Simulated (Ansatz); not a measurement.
**C2H6B radical: basis-set convergence**

One table from this session's results is given with a row withheld; the runs are named, their logs left out.

Computed with Ansatz 0.2.0, Gaussian basis. Level: one geometry, several basis sets.

Levels to be run: PBE0-D4/def2-SVP; ωB97M-V/def2-SVP; PBE0-D4/def2-QZVPP; ωB97M-V/def2-QZVPP; the functionals' def2-TZVPP values are taken from earlier runs.

**The geometry**

An earlier PBE0-D4 in a triple-zeta def2 set relaxation fixed the geometry.

SMILES `[CH2]BC`, 9 atoms, charge 0, spin multiplicity 2.

Atoms are counted from 1 here; the program's logs count them from 0.

Bond lengths: C1–B2 1.531 Å, C1–H4 1.089 Å, C1–H5 1.087 Å, B2–C3 1.561 Å, B2–H6 1.202 Å, C3–H7 1.092 Å, C3–H8 1.097 Å, C3–H9 1.097 Å. Angles: B2–C1–H4 122.7°, B2–C1–H5 123.3°, H4–C1–H5 113.9°, C1–B2–C3 122.9°, C1–B2–H6 118.3°, C3–B2–H6 118.8°, B2–C3–H7 115.2°, B2–C3–H8 109.8°, B2–C3–H9 110.0°, H7–C3–H8 108.4°, H7–C3–H9 108.5°, H8–C3–H9 104.4°.

Set-up of the first run:

in.yaml reads:

```yaml
crystal:
  periodic: [false, false, false]
  atoms:
    - {symbol: C, position_ang: [-0.840053, 0.743345, -1.023536]}
    - {symbol: B, position_ang: [0.191752, 0.540829, 0.089128]}
    - {symbol: C, position_ang: [0.524993, -0.860068, 0.691831]}
    - {symbol: H, position_ang: [-1.406610, -0.078408, -1.457781]}
    - {symbol: H, position_ang: [-1.074466, 1.714923, -1.450610]}
    - {symbol: H, position_ang: [0.769056, 1.506575, 0.512968]}
    - {symbol: H, position_ang: [-0.036496, -1.695284, 0.267484]}
    - {symbol: H, position_ang: [1.596149, -1.069217, 0.576441]}
    - {symbol: H, position_ang: [0.364176, -0.849195, 1.777073]}
basis:
  gaussian: {orbitals: def2-SVP}
magnetization: {spin_polarized: true, initial_magnetization: 1}
hamiltonian: {xc: pbe0, dispersion: d4}
output: {orbitals: {seedname: orbitals}}
```

Among the steps run: PBE0-D4 in def2-SVP; ωB97M-V in def2-SVP; PBE0-D4 in def2-QZVPP; ωB97M-V in def2-QZVPP.

One of the session's tables, all rows but one given; the rest of the session is left out.

It belongs to the step «Density functionals: the series». 

```
functional       basis  HOMO (eV)  LUMO (eV)
   PBE0-D4    def2-SVP      -7.60      -3.17
   PBE0-D4  def2-TZVPP      -7.65      -3.27
   PBE0-D4  def2-QZVPP      -7.65      -3.29
   ωB97M-V    def2-SVP      -9.64      -1.16
   ωB97M-V  def2-TZVPP          ?          ?
   ωB97M-V  def2-QZVPP      -9.69      -1.41
```

Q: Estimate the row for ωB97M-V, def2-TZVPP from the others.

The run gave: HOMO (eV): -9.69; LUMO (eV): -1.37.
